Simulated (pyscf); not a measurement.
Optimised with ωB97X-D3(BJ)/def2-SVP in PySCF.

Estimate by transition-state theory the rate constant of `[Cl][Ta]([Cl])([Cl])([Cl])[Cl]` + `[OH][SiH3]` → `[ClH]` + `[SiH3][O][Ta]([Cl])([Cl])([Cl])[Cl]` (singlet surface; Cl–Ta, H–O broken, Cl–H, O–Ta formed) at 600 K, with ωB97M-D3(BJ)/def2-TZVP energies (ideal gas, 1 atm, RRHO with modes under 100 cm⁻¹ raised to 100, one conformer, R ln 2 for chiral ones without a mode under 150 cm⁻¹; no tunnelling).

The electronic barrier is 0.6 kcal/mol and the thermal terms add +21.3, so ΔG‡ = 21.9 kcal/mol. With k_BT/h = 1.25e+13 s⁻¹ and RT = 1.192 kcal/mol, and a volume of 8.18e-20 cm³ per molecule at 1 atm, k = 1.1e-14 cm³ molecule⁻¹ s⁻¹. Wigner's tunnelling factor for 846i cm⁻¹ would be 1.17. A shift of 1 kcal/mol in the barrier changes k by a factor 2.3. On the reactant side the descent ends in an adduct with a O–Ta contact, 23.2 kcal/mol under the separated species and 20.0 kcal/mol under the saddle at ωB97X-D3(BJ)/def2-TZVP. On the product side the descent ends in an adduct with a Cl–Ta contact (not fully relaxed), 8.2 kcal/mol under the separated species and 10.1 kcal/mol under the saddle at ωB97X-D3(BJ)/def2-TZVP. What is counted as formed (O–Ta) is already present as a longer contact in the reactant adduct; forming that adduct is a step of its own. What is counted as broken (Cl–Ta) persists as a longer contact in the product adduct; parting that adduct is a step of its own. At ωB97X-D3(BJ)/def2-TZVP the barrier from the zero used here is -3.3 kcal/mol. One saddle was located; it need not be the lowest between these sides. Elements past Kr carry the def2 core potentials, without spin-orbit coupling.
